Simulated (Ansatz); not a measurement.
System: C3H8N, charge 0, multiplicity 2. SMILES: N([CH2])(C)C
Geometry from a B3LYP-D3(BJ)/def2-TZVP (Ansatz, a program for electronic structure) optimisation:
```
N
C 1 1.3788
H 2 1.0801 1 117.00
H 2 1.0801 3 119.24 1 150.39
C 1 1.4476 2 117.47 3 -176.23
H 5 1.0898 1 109.57 2 -43.98
H 5 1.0910 6 108.54 1 119.88
H 5 1.1002 6 108.27 7 117.56
C 1 1.4476 2 117.47 3 -32.71
H 9 1.0898 1 109.57 2 43.98
H 9 1.0910 10 108.54 1 -119.88
H 9 1.1002 10 108.27 11 -117.56
```
Charge 0, spin multiplicity 2.

Wanted: enthalpy of formation at 298 K, in kcal/mol. Terms: dispersion terms only where a functional's name holds one; non-relativistic; no spin-orbit coupling; UHF or UKS for open shells; valence correlation only. CBS(X,Y): correlation extrapolated as X^-3; Hartree-Fock from the larger set. The bracket is a focal-point correction in the basis named. Ab initio and DFT rows: single points at B3LYP-D3(BJ) geometries (Ansatz), with unscaled harmonic terms from B3LYP/6-31G* at its own minima, enthalpies of formation by atomisation with measured atoms.

| species | coefficient | E at B3LYP/STO-3G (Ansatz), Eh | E at wB97X-V/def2-TZVPD (Ansatz), Eh | H(298 K) - E, kcal/mol |
|---|---|---|---|---|
| [CH2]N(C)C | +1 | -171.66007 | -173.82744 | 71.54 |
| C atom | -3 | -37.35240 | -37.84665 | - |
| H atom | -8 | -0.46753 | -0.50049 | - |
| N atom | -1 | -53.88620 | -54.58636 | - |

The atoms take no thermal term, since their enthalpies of formation at 0 K are used: the result is the sum of coefficient times E, plus the molecule's thermal term, plus number times (enthalpy of formation minus H(298) - H(0)) over the atoms. Measured values of the atoms (G2/97 table in ASE), kcal/mol:

```
atom  number  enthalpy of formation of the gas at 0 K  H(298) - H(0) of the element's standard state
----  ------  ---------------------------------------  ---------------------------------------------
C          3                                   169.98                                           0.25
H          8                                    51.63                                           1.01
N          1                                   112.53                                           1.04
```

Coupled cluster (Ansatz) is a level with limits of its own, used here on species with T1 under 0.025 (0.045 for open shells) and stable references: RI-MP2/CBS(cc-pVTZ,cc-pVQZ)+[CCSD(T)-MP2]/cc-pVDZ. Value to compare with, RI-MP2/CBS(cc-pVTZ,cc-pVQZ)+[CCSD(T)-MP2]/cc-pVDZ (Ansatz): 35.7 kcal/mol. 1 Eh = 627.5095 kcal/mol.

Task: Work the quantity out at each level, and compare with RI-MP2/CBS(cc-pVTZ,cc-pVQZ)+[CCSD(T)-MP2]/cc-pVDZ (Ansatz).

Result: 
- B3LYP/STO-3G: the sum of coefficient times E is -1.97643 Eh, or -1240.23 kcal/mol; the thermal terms add 71.54; the atoms' measured terms add 1025.64. Result: -143.0 kcal/mol. Its difference against RI-MP2/CBS(cc-pVTZ,cc-pVQZ)+[CCSD(T)-MP2]/cc-pVDZ (Ansatz) is -178.7 kcal/mol.
- wB97X-V/def2-TZVPD: the sum of coefficient times E is -1.69721 Eh, or -1065.02 kcal/mol; the thermal terms add 71.54; the atoms' measured terms add 1025.64. Result: 32.2 kcal/mol. Its difference against RI-MP2/CBS(cc-pVTZ,cc-pVQZ)+[CCSD(T)-MP2]/cc-pVDZ (Ansatz) is -3.5 kcal/mol.
